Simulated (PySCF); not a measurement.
# How the method moves the HOMO and LUMO of (CH3)2CHCH2F

(CH3)2CHCH2F, C4H9F.
Z-matrix (Å and degrees, PBE0-D3(BJ)/def2-SVP geometry), rows numbered from 1:
```
C 
C   1  1.5249
C   2  1.5248  1  111.74
C   2  1.5170  1  111.00  3   124.43
F   4  1.3773  2  110.52  1   -62.61
H   1  1.1007  2  110.37  3   -63.37
H   1  1.1014  2  111.50  3   176.91
H   1  1.1004  2  111.18  3    56.48
H   2  1.1060  1  108.57  3  -119.74
H   3  1.1007  2  110.34  1    63.19
H   3  1.1003  2  111.21  1   -56.65
H   3  1.1013  2  111.51  1  -177.11
H   4  1.1042  2  110.88  1    57.19
H   4  1.1042  2  110.84  1   177.64
```

Basis pcSseg-1 throughout (PySCF), one geometry. Geometry: PBE0-D3(BJ)/def2-SVP, one conformer, isolated molecule.

Task: How do the orbital energies, the gap and the dipole change with the method?

Result: 
```
   method                    kind  HOMO (eV)  LUMO (eV)  gap (eV)  μ (D)  SCF cycles
    B97-2           global hybrid      -8.78       1.36     10.14   1.75          12
     PBE0           global hybrid      -9.05       1.33     10.38   1.75          12
CAM-B3LYP  range-separated hybrid     -10.50       2.16     12.66   1.78          12
BHandHLYP           global hybrid     -10.55       2.00     12.55   1.87          12
  wB97X-D  range-separated hybrid     -10.98       3.16     14.14   1.79          12
  LC-wPBE  range-separated hybrid     -11.82       3.52     15.34   1.79          12
```

The HOMO spans 3.04 eV, from B97-2 down to LC-wPBE, and the gap runs from 10.14 eV (B97-2) to 15.34 eV (LC-wPBE). Over the methods B97-2 (21 %), PBE0 (25 %), BHandHLYP (50 %), a straight line through the gap against the share of exact exchange rises by 0.84 eV for each 10 % (correlation coefficient 0.999). The dipole ranges from 1.75 D (B97-2) to 1.87 D (BHandHLYP). This basis has no diffuse functions.

The vertical ΔSCF ionisation energy at wB97X-D/def2-SVPD is 11.43 eV; −ε(HOMO) comes closest to it with LC-wPBE (11.82 eV).
